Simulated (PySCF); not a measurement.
**Computed NMR parameters against published values**

Geometry (Å), atoms numbered from 1 in this order:
```xyz
12

C     1.437    0.415   -0.372
C     0.501   -0.400    0.492
S    -1.192    0.155    0.394
O    -1.220    1.596    0.515
O    -2.022   -0.701    1.224
O    -1.551   -0.207   -1.154
H     1.171    0.324   -1.435
H     1.389    1.477   -0.094
H     2.470    0.063   -0.242
H     0.476   -1.469    0.232
H     0.734   -0.320    1.565
H    -2.194   -0.932   -1.124
```

The experiment to reproduce: δ $^{13}$C C2 46.7; C1 8.0 ppm (measured; solution, not stated per compound (mostly CDCl3 or CCl4); Pretsch, Buehlmann, Badertscher, Structure Determination of Organic Compounds, 4th ed. (2009)).

PySCF calculation with σ from GIAO-PBE0/pcSseg-1 and structure optimised with PBE0-D3(BJ)/def2-SVP; rapidly exchanging positions averaged, one conformer, no relativistic terms, gas phase.

Question: How close does the calculation come?

Answer: 
Reference values: measured (solution, not stated per compound (mostly CDCl3 or CCl4); Pretsch, Buehlmann, Badertscher, Structure Determination of Organic Compounds, 4th ed. (2009)).
```tsv
atoms	quantity	reference	computed	computed, scaled
C2	δ $^{13}$C	46.7	54.1	51.9
C1	δ $^{13}$C	8.0	9.6	8.6
```

Computed shifts are σ(ref) − σ with the named reference compound (TMS for H and C) calculated as an isolated molecule at the same level. The measured values may be among those fitted. Shieldings were converted by linear fits to measured shifts (mostly CDCl3, TMS scale, for H and C): $^{13}$C: δ = 178.46 − 0.972σ (rms 2.0 ppm, 209 shifts, 2.2 ppm with the 3 outliers that the fit left out). Occasional misses reach two or three times the rms, and more in compound classes unlike the fitted ones.

Question: How far are the unscaled $^{13}$C shifts from the references?

Answer: Mean signed difference +4.50 ppm, mean absolute 4.50 ppm over 2 comparisons; the largest is +7.4 ppm at C2 (sp3 CH2 bonded to S).
